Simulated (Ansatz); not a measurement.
**H2O+ (doublet): wave-function methods side by side at distance O1–H2 = 1.004 Å, cc-pVDZ**

How much of the correlation energy of H2O+ (doublet) does each wave-function method recover here?

Computed with Ansatz 0.2.0, Gaussian basis. Level: cc-pVDZ, core rule «outside noble gas», up to 1 orbitals frozen.

To be run: UHF; CCSD(T) on ROHF; CCSD(T) on UHF; BCCD(T) on ROHF; CISD; CCSDT(Q) on ROHF; CCSDT(Q) on UHF; CASSCF and MRCISD+Q, 3 electrons in 3 orbitals; CASSCF and NEVPT2, 3 electrons in 3 orbitals; CASSCF and MRCISD+Q, 7 electrons in 6 orbitals; CASSCF and NEVPT2, 7 electrons in 6 orbitals; Full CI.

20 further runs of the same task are left out: 16 that didn't finish, 4 set aside as unsound or not needed.

## Step 1: The geometry

The geometry derives from a PBE0/def2-TZVP stationary point (not a proven minimum). One bond is set to the value named and the two fragments are kept rigid.

3 atoms, charge 1, spin multiplicity 2.

Atoms are counted from 1 here; the program's logs count them from 0.

Bond lengths: O1–H2 1.004 Å, O1–H3 1.004 Å. Angles: H2–O1–H3 109.8°.

## Step 2: UHF

in.yaml reads:

```yaml
crystal:
  periodic: [false, false, false]
  atoms:
    - {symbol: O, position_ang: [0.000000, -0.064607, 0.000000]}
    - {symbol: H, position_ang: [0.000000, 0.512764, -0.821140]}
    - {symbol: H, position_ang: [0.000000, 0.512764, 0.821140]}
basis:
  gaussian: {orbitals: cc-pVDZ}
total_charge: 1
magnetization: {spin_polarized: true, initial_magnetization: 1}
hamiltonian: {xc: hf}
output: {orbitals: {seedname: orbitals}}
```

The run is started by

```sh
ansatz run in.yaml --threads 1 --pin off --events-out ev --progress --plain --max-ram 2393MiB
```

After this run come: CCSD(T) on ROHF; CCSD(T) on UHF; BCCD(T) on ROHF; CISD; CCSDT(Q) on ROHF; CCSDT(Q) on UHF; CASSCF and MRCISD+Q, 3 electrons in 3 orbitals; CASSCF and NEVPT2, 3 electrons in 3 orbitals; CASSCF and MRCISD+Q, 7 electrons in 6 orbitals; CASSCF and NEVPT2, 7 electrons in 6 orbitals; Full CI.

Before running them: what should the planned runs give, taken together? Wanted: FCI below the RHF energy; RMP2 from FCI; UMP2 from FCI; RCCSD from FCI; RCCSD(T) from FCI; UCCSD(T) from FCI; RCCSDT(Q) from FCI; UCCSDT(Q) from FCI; NEVPT2 pair from FCI.

The runs gave:

```
                         quantity                                                                                               value
         FCI below the RHF energy                                                                                          -4.8291 eV
                    RMP2 from FCI                                                                                        +51.5 kJ/mol
                    UMP2 from FCI                                                                                        +51.4 kJ/mol
                   RCCSD from FCI                                                                                         +7.2 kJ/mol
                RCCSD(T) from FCI                                                                                         +1.3 kJ/mol
                UCCSD(T) from FCI                                                                                         +1.2 kJ/mol
               RCCSDT(Q) from FCI                                                                                          0.0 kJ/mol
               UCCSDT(Q) from FCI                                                                                         -0.1 kJ/mol
             NEVPT2 pair from FCI                                                                                        +44.3 kJ/mol
           MRCISD+Q pair from FCI                                                                                          0.0 kJ/mol
          NEVPT2 valence from FCI                                                                                        +50.4 kJ/mol
levels within 1 kcal/mol (43 meV)  RCCSD(T), UCCSD(T), BCCD(T), RCCSDT, UCCSDT, RCCSDT(Q), UCCSDT(Q), MRCISD+Q pair, MRCISD+Q valence
                    T1 diagnostic                                                                                               0.013
   effectively unpaired electrons                                                                                                1.02
```

What this shows: RCCSD(T) lands +1.3 kJ/mol from the yardstick (0.3 % of the correlation energy). One determinant dominates. Of the multireference levels listed MRCISD+Q pair comes nearest in total energy (0.0 kJ/mol), which doesn't show that its space is the better one. These misses are within one basis, not against nature; the frozen cores of restricted and unrestricted runs differ, which can shift their rows.
